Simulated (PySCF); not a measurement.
**What an electron can do to CH**

CCSD(T) extrapolated to the basis-set limit (PySCF; CH CCSD(T)/CBS(TQ)+CV+SR, CH⁺ CCSD(T)/CBS(TQ)+CV+SR, CH⁻ CCSD(T)/CBS(TQ)+CV+SR; CV core-valence, SR scalar-relativistic term); no spin–orbit coupling.

```json
{"species": "CH", "state (unpaired electrons)": "doublet (π ↑)", "Re (Å)": "1.118", "ωe (cm⁻¹)": "2866", "energy of the minimum from the neutral (eV)": "0.00", "De (eV)": "3.65", "dissociates to": "H + C"}
{"species": "CH⁺", "state (unpaired electrons)": "singlet (closed shell)", "Re (Å)": "1.128", "ωe (cm⁻¹)": "2863", "energy of the minimum from the neutral (eV)": "10.63", "De (eV)": "4.27", "dissociates to": "H + C⁺"}
{"species": "CH⁻", "state (unpaired electrons)": "triplet (π ↑↑)", "Re (Å)": "1.134", "ωe (cm⁻¹)": "2642", "energy of the minimum from the neutral (eV)": "-1.19", "De (eV)": "3.58", "dissociates to": "H + C⁻"}
```

Problem. Work out the lowest energy to break CH into atoms, from its vibrational ground state.

Solution. D0 = De − ωe/2 = 3.65 − 0.18 = 3.47 eV (composite CCSD(T)).

Problem. Work out the ionisation energy of the C atom at this level and the threshold of dissociative ionisation.

Solution. IE(C) = 10.63 + 4.27 − 3.65 = 11.25 eV, so H + C⁺ + e⁻ appears at D0 + IE(C) = 14.72 eV (composite CCSD(T)). The measured IE(C) is 11.26 eV (NIST ASD).

Problem. Work out the electron affinity of the C atom and the threshold of dissociative attachment.

Solution. EA(C) = 3.65 − 3.58 − (-1.19) = 1.26 eV, so H + C⁻ needs D0 − EA(C) = 2.21 eV (composite CCSD(T)). The measured EA(C) is 1.262 eV.

These are thermodynamic thresholds; the onsets seen under electron impact lie higher where the geometry changes, and cross-sections peak well above them.

For an ion De counts to the pair picked by the measured ionisation energies or electron affinities, which need not be the lowest pair at this level. Where the molecule has an RHF reference, its open-shell atoms are computed with UHF. States were picked by a PBE0 search and need not be the measured ground states.
